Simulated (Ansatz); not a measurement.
Si2 (disilicon): methods side by side

The species is Si2 (2 atoms), meant as a triplet with charge 0. As SMILES, `[Si]=[Si]`. The shape is that of a GFN2-xTB optimisation.

```xyz
2

Si    0.0000    0.0000    0.0000
Si    0.0000    0.0000    2.1742
```

Quantity: the energy change with the Si1–Si2 bond stretched from 2.174 to 5.435 Å, in eV. The values are calculated.

```
           level                    kind  program  value (eV)  CPU time (all runs)
       UHF/3-21G            Hartree–Fock   Ansatz        1.17                2.5 s
    UBHLYP/3-21G           global hybrid   Ansatz        2.37                 53 s
UCAM-B3LYP/3-21G  range-separated hybrid   Ansatz        2.51                 57 s
      UMP2/3-21G     perturbation theory   Ansatz        2.03                4.5 s
  UCCSD(T)/3-21G   coupled cluster or CI   Ansatz        2.14                5.2 s
 UCCSDT(Q)/3-21G   coupled cluster or CI   Ansatz        2.19                 13 s
```

The first shape isn't each level's own minimum. The values span 1.17 to 2.51 eV. Spin contamination of the reference (⟨S²⟩ at least 0.1 too high) touches UHF/3-21G, UBHLYP/3-21G, UCAM-B3LYP/3-21G, UMP2/3-21G, UCCSD(T)/3-21G, UCCSDT(Q)/3-21G. The coupled-cluster rows rest on a doubtful reference here (large T1 or Brueckner and Hartree–Fock orbitals at odds), and rows may lie in different states. All rows use very small basis sets, so none should be taken for the real molecule's value. In so small a basis fixed costs decide the times, and correlated methods can beat functionals. CPU times are rough (shared hosts, several kinds of processor and program).
